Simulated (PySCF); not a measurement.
Species: phosphanylidenephosphane, P₂H₂.
SMILES: `[H]/P=P\[H]`

Method: EOM-EE-CCSD/aug-cc-pVDZ in PySCF, restricted Hartree–Fock reference, frozen core, non-relativistic, gas phase, PBE0-D3(BJ)/def2-SVP geometry.

Q: What does EOM-EE-CCSD give for the lowest vertical excitations?

A: 
| state | E (eV) | λ (nm) | main singles (HF orbitals, share of the singles part) |
| --- | --- | --- | --- |
| singlet 1 | 3.96 | 313 | HOMO-1→LUMO 94 % |
| singlet 2 | 3.99 | 311 | HOMO-2→LUMO 95 % |
| singlet 3 | 5.03 | 246 | HOMO→LUMO 87 % |
| singlet 4 | 6.11 | 203 | HOMO→LUMO+1 54 %, HOMO→LUMO+10 19 %, HOMO→LUMO+3 10 % |
| triplet 1 | 2.23 | 556 | HOMO→LUMO 92 % |
| triplet 2 | 3.18 | 390 | HOMO-1→LUMO 93 % |

Q: What is the vertical gap between the lowest excited singlet and the lowest triplet?

A: 3.96 − 2.23 = 1.73 eV (167 kJ/mol).

The first EOM-IP-CCSD ionisation energy is 10.09 eV, 3.98 eV above the highest singlet listed and 6.13 eV above the lowest.

T1 diagnostic 0.016. EOM-CCSD puts states of mainly double-excitation character too high. An iterative search for so few roots can pass over a low state.
